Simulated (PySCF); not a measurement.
**One elementary step**

Start structure (CH$_{6}$AlN, closed shell), relaxed at PBE0-D4/def2-TZVP:

```
9
angstrom
Al -0.5809 -0.0023 -0.4232
C 0.0668 0.8553 1.2035
N 0.4351 -1.1791 -1.2693
H 1.3567 -1.4672 -0.9833
H -2.0030 0.2903 -1.0659
H 1.0552 0.4982 1.5041
H 0.1304 1.9411 1.0766
H -0.6187 0.6814 2.0392
H 0.1684 -1.6610 -2.1125
```

The step: CH₆AlN ([CH3][AlH][NH2]) → AlNH₂ ([NH][AlH]) + CH₄; bonds formed: C2–H4; bonds broken: Al1–C2, N3–H4. PySCF 2.14 with density fitting (its default auxiliary sets; JK sets also for MP2 and CCSD(T)); basis: def2-TZVPP and def2-QZVPP; cores frozen in the correlated methods. Extrapolation: Hartree–Fock as exp(−7.88 √X), correlation as X^−2.97. Energies below are by CCSD(T) at an estimated basis limit (MP2 extrapolated from triple and quadruple zeta, plus CCSD(T) − MP2 in triple zeta).

Question: What are the electronic barrier and the energy of the step, from the start structure to the end structure? (To be estimated.)

Answer: Computed: Barrier 311.1 kJ/mol; step energy 252.1 kJ/mol (uphill); reverse barrier, their difference, 59.0 kJ/mol. Barrier and step energy count from the start structure, the reverse barrier from the end structure.

The saddle point: One imaginary mode of 1149i cm⁻¹.
| pair | start (Å) | saddle (Å) | end (Å) |
| --- | --- | --- | --- |
| C2–H4 | 3.44 | 1.30 | 1.09 |
| Al1–C2 | 1.95 | 2.17 | 3.29 |
| N3–H4 | 1.01 | 1.52 | 2.87 |

Zero-point energy (harmonic, PBE0-D4): ZPE is 178.2 kJ/mol at the start and 164.7 kJ/mol at the saddle, so the barrier goes from 311.1 to 297.6 kJ/mol.

The T1 diagnostic stays at or below 0.023.

Labels in which every atom is bracketed show which atoms are joined, not bond orders.

For scale, one of the runs: CCSD(T)/def2-TZVPP, 188 basis functions, launched by `OMP_NUM_THREADS=4 python run.py`. Time: 4.7 min of wall clock on 4 CPU threads of an Arm Neoverse V1; the host was shared. Peak host memory: 1.6 GiB.
